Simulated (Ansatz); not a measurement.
# Elastic constant C12 of some solids

Method: RPBE (plane waves, PAW; Ansatz, an electronic-structure program). References are measured values at low temperature.

Values in GPa.

```tsv
solid	reference	RPBE	error (%)
bcc Ta	158¶	155	-1.9
hcp Ti	87	77.4	-11.0
hcp Zr	67.2	61.4	-8.6
hcp Mg	25.9¶	22.8	-12.0
hcp Zn	34.8¶	33.0	-5.2
fcc Al	61.9	62.8	+1.5
bcc Mo	160¶	153	-4.4
fcc Cu	125¶	107	-14.4
diamond	125	115	-8.0
bcc W	205¶	190	-7.3
diamond-structure Si	64.9	52.8	-18.6
```

Over these 11 solids the mean error is -8.2 %, the mean absolute error 8.4 % (median 8.0 %), and the worst case diamond-structure Si at -18.6 %; the value is too low in 10 of 11 cases.

All these references are low-temperature values that still hold zero-point motion.

Spin–orbit coupling is left out, also for the solids with elements from indium on (bcc Ta, bcc W); its size isn't shown.

¶ marks references of a special kind: bcc Ta, 158 GPa (measured, 0 K, extrapolated to 0 K; zero-point effects included; as tabulated in Wang et al. (2022), arXiv:2209.12322); hcp Mg, 25.9 GPa (measured, 0 K, extrapolated to 0 K; zero-point effects included; as tabulated in Ibrahim et al. (2023), arXiv:2305.03577); hcp Zn, 34.8 GPa (measured, 0 K, extrapolated to 0 K; zero-point effects included; as tabulated in Galib et al. (2023), arXiv:2209.08184); bcc Mo, 160 GPa (measured, 0 K, 300 K values taken to 0 K by the source's computed thermal shift; zero-point effects included; as tabulated in Gong and Corso (2024), arXiv:2406.16634); fcc Cu, 125 GPa (measured, 0 K, extrapolated to 0 K; zero-point effects included; as tabulated in Malica and Corso (2021), arXiv:2109.00459); bcc W, 205 GPa (measured, 0 K, extrapolated to 0 K; zero-point effects included; as tabulated in Wang et al. (2022), arXiv:2209.12322).

Differences are worked out from the printed values.

Each level is taken at its own relaxed cell. Caveats: shear constants of such metals converge slowly with the k mesh (bcc Ta, bcc Mo, bcc W). Ansatz's density-functional and Hartree–Fock values are scalar-relativistic unless marked +SOC, with PAW data made under PBE.

Ansatz's runs of these crystals have no spin polarisation.

Not in this set, of the solids of all kinds but layered and molecular ones with a reference value in our tables and a result at some level: 72 for a reference at room or unstated temperature; 19 for no value at RPBE (not run, a failed fit, an unstable or unbound cell, or a value held back for tests); 7 for one secondary page as the only source; 4 for sources at odds; 3 for a doubt noted on the run at RPBE; 1 for a high-temperature or high-pressure phase. These can be a level's best or worst cases. At least 14 more with a reference value are held back for tests. Solids without a released value at any level aren't counted. L1₀ solids are left out, as their cells have other axes than the references. The metals Ce to Yb are counted apart.

References as tabulated in Wang et al. (2022), arXiv:2209.12322; Tanner et al. (2021), arXiv:2110.11888; Ferrari et al. (2019), arXiv:1905.01197; Clouet (2012), arXiv:1210.1082 and others.
